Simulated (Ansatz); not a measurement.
**BH₄+ (triplet): RPA-PBE over a scan of the distance B1–H5, cc-pVDZ**

How well do these functionals follow the top wave-function level for BH₄+ (triplet) over a scan of the distance B1–H5?

Program: Ansatz 0.2.0, Gaussian basis. Level of theory: cc-pVDZ, all electrons in the functionals, frozen cores in the correlation of double hybrids and RPA. These are calculated values, not measurements.

The runs, in order: RPA-PBE, at 1.024 Å; 1.132 Å; 1.256 Å; 1.389 Å; 1.522 Å; 1.772 Å; 2.042 Å; 2.270 Å; 2.774 Å; 3.341 Å; 4.364 Å.

17 further runs of the same task are left out: 12 that didn't finish, 5 set aside as unsound or not needed.

**1. The system**

The geometry derives from a PBE0/def2-TZVP stationary point (not a proven minimum). One bond is set to the value named and the two fragments are kept rigid.

5 atoms, charge 1, spin multiplicity 3.

Atoms are counted from 1 here; the program's logs count them from 0.

Bond lengths: B1–H2 1.256 Å, B1–H3 1.256 Å, B1–H4 1.256 Å, B1–H5 1.256 Å. Angles: H2–B1–H3 65.3°, H2–B1–H4 135.2°, H2–B1–H5 135.2°, H3–B1–H4 135.2°, H3–B1–H5 135.2°, H4–B1–H5 65.3°.

Coordinates:

```xyz
5
charge 1, multiplicity 3
B     0.0000    0.0000    0.0000
H     0.4725    0.4863    1.0573
H    -0.4858   -0.4709    1.0582
H    -0.4719    0.4714   -1.0643
H     0.4852   -0.4868   -1.0513
```

No dispersion term is added.

The geometry shown and the zero of energy belong to the point 1.256 Å. The yardstick, FCI, and other wave-function levels (R restricted, U unrestricted, valence and pair active spaces) come from earlier runs.

**2. RPA-PBE, 1.024 Å**

The input, in.yaml:

```yaml
crystal:
  periodic: [false, false, false]
  atoms:
    - {symbol: B, position_ang: [0.006087, -0.006107, -0.013188]}
    - {symbol: H, position_ang: [0.478562, 0.480188, 1.044116]}
    - {symbol: H, position_ang: [-0.479703, -0.476991, 1.045057]}
    - {symbol: H, position_ang: [-0.465826, 0.465295, -1.077465]}
    - {symbol: H, position_ang: [0.401679, -0.402990, -0.870257]}
basis:
  gaussian: {orbitals: cc-pVDZ}
total_charge: 1
magnetization: {spin_polarized: true, initial_magnetization: 2}
hamiltonian: {xc: {name: PBE}}
correlation: {method: rpa, electrons: outside_noble_gas}
```

On the command line:

```sh
$ ansatz run in.yaml --threads 1 --pin off --events-out ev --progress --plain --max-ram 2393MiB
```

Further steps of the session: RPA-PBE, 1.132 Å; RPA-PBE, 1.256 Å; RPA-PBE, 1.389 Å; RPA-PBE, 1.522 Å; RPA-PBE, 1.772 Å; RPA-PBE, 2.042 Å; RPA-PBE, 2.270 Å; RPA-PBE, 2.774 Å; RPA-PBE, 3.341 Å; RPA-PBE, 4.364 Å.

Before running them: what should the planned runs give, taken together? Wanted: span of the FCI curve; largest miss, RPA-PBE.

The runs gave:

| quantity | value |
| --- | --- |
| span of the FCI curve | 133.9 kJ/mol |
| largest miss, RPA-PBE | -12.1 kJ/mol (4.364 Å) |

What this shows: RPA-PBE strays by up to 12.1 kJ/mol, at 4.364 Å. Functionals and the yardstick converge differently with the basis, so part of each miss in cc-pVDZ is the basis.
